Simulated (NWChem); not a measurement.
# water (H2O); SMILES O

All runs: NWChem. Each level has its own optimisation. Entropies are gas-phase, rigid-rotor, harmonic values for NWChem's default masses at 298.15 K and 1 bar, so the errors hold that model's part too (torsions, anharmonicity).

Measured entropy at 1 bar: 45.1 cal/(mol K) (CRC Handbook, as tabulated in the package chemicals).

| level | entropy at 1 bar (cal/(mol K)) | computed − measured |
|---|---|---|
| PBE0/cc-pVDZ | 45.1 | 0.0 |
| PBE0/aug-cc-pVDZ | 45.1 | 0.0 |
| PBE0/cc-pVTZ | ? | ? |
| PBE0/aug-cc-pVTZ | ? | ? |

### Question
Some entries are withheld; supply them.

### Answer

- PBE0/cc-pVTZ, entropy at 1 bar (cal/(mol K)): 45.1
- PBE0/cc-pVTZ, computed − measured: 0.0
- PBE0/aug-cc-pVTZ, entropy at 1 bar (cal/(mol K)): 45.1
- PBE0/aug-cc-pVTZ, computed − measured: 0.0
